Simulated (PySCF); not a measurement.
## Gas-phase thermal properties of SF

Method: PySCF energies (xtb for GFN2) plus ideal-gas RRHO corrections (1 bar). 'Table' is the NASA 1993 thermochemical table (part measured, part estimated). 6-31G* has spherical d functions here. Open shells (unrestricted): SF (multiplicity 2, electronic degeneracy 4). GFN2 has no spin-polarisation term. Spin-orbit splitting is ignored; it lowers the true energy and changes the entropy of SF. B3LYP is the form with VWN-RPA correlation. The harmonic model lacks anharmonicity and excited electronic states, which grow with temperature; levels with a mode under 35 cm⁻¹ are left out. The table's entry may be an old estimate for SF (not checked at source).

```json
[
 {"level": "table", "point group": "-", "σ": "-", "ZPE (kJ/mol)": "-", "S°298 (J/mol/K)": "225.3", "Cp298 (J/mol/K)": "35.2", "S°1000 (J/mol/K)": "269.5", "H1000 − H298 (kJ/mol)": "25.8"},
 {"level": "B3LYP/6-31G*", "point group": "C∞v", "σ": "1", "ZPE (kJ/mol)": "5.0", "S°298 (J/mol/K)": "228.1", "Cp298 (J/mol/K)": "31.6", "S°1000 (J/mol/K)": "269.8", "H1000 − H298 (kJ/mol)": "24.5"},
 {"level": "GFN2-xTB", "point group": "C∞v", "σ": "1", "ZPE (kJ/mol)": "4.4", "S°298 (J/mol/K)": "228.5", "Cp298 (J/mol/K)": "32.3", "S°1000 (J/mol/K)": "270.8", "H1000 − H298 (kJ/mol)": "24.9"},
 {"level": "HF/6-31G*", "point group": "C∞v", "σ": "1", "ZPE (kJ/mol)": "5.5", "S°298 (J/mol/K)": "227.6", "Cp298 (J/mol/K)": "31.1", "S°1000 (J/mol/K)": "268.8", "H1000 − H298 (kJ/mol)": "24.3"},
 {"level": "PBE/def2-SVP", "point group": "C∞v", "σ": "1", "ZPE (kJ/mol)": "4.9", "S°298 (J/mol/K)": "228.3", "Cp298 (J/mol/K)": "31.7", "S°1000 (J/mol/K)": "270.1", "H1000 − H298 (kJ/mol)": "24.6"},
 {"level": "PBE0/def2-TZVP", "point group": "C∞v", "σ": "1", "ZPE (kJ/mol)": "5.2", "S°298 (J/mol/K)": "227.7", "Cp298 (J/mol/K)": "31.4", "S°1000 (J/mol/K)": "269.2", "H1000 − H298 (kJ/mol)": "24.5"}
]
```
σ: rotational symmetry number. Electronic degeneracy used: 4. Frequencies are unscaled.
